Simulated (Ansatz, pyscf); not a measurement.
CH₄ (SMILES C) + CH₂ (SMILES [CH2]) [triplet] -> CH₃• (SMILES [CH3]) + CH₃• (SMILES [CH3]), a hydrogen abstraction on the triplet surface: C–H broken, C–H formed. Structures and frequencies: ωB97X-D3(BJ)/def2-SVP in PySCF. Wave-function energies: Ansatz (a first-principles code), frozen core, RHF or UHF references. In kcal/mol, from the separated reactants.

Cost: rough CPU time of the saddle's run relative to CCSD(T)/cc-pV(D+d)Z, from one job on a shared machine, with the HF step and its search for lower states.

```
level                   barrier  reaction energy  cost
----------------------  -------  ---------------  ----
ωB97X-D3(BJ)/def2-TZVP     9.53            -5.80     –
r²SCAN/def2-TZVP           7.16            -6.89     –
CCSD(T)/cc-pV(D+d)Z       14.10            -2.06     1
CCSDT(Q)/cc-pV(D+d)Z      13.89            -2.10   100
CCSD(T)/cc-pV(T+d)Z       13.27            -3.69    17
CCSD(T)/cc-pV(Q+d)Z       12.87            -4.11     –
```

In cc-pV(D+d)Z, going from CCSD(T) to CCSDT(Q) shifts the barrier by -0.21 and the reaction energy by -0.04 kcal/mol. With HF in the quadruple-zeta basis and the correlation energy extrapolated as X⁻³ from X = 3, 4, CCSD(T) gives 12.55 and -4.29; adding the double-zeta shift gives ΔE‡ = 12.34 and ΔE = -4.32 kcal/mol, without core correlation, relativity or geometry relaxation at these levels. CH₃• + CH₃• also meet on a surface of lower spin, which isn't treated here. One saddle was located; it need not be the lowest between these sides. The angle at the transferred H is 180°.
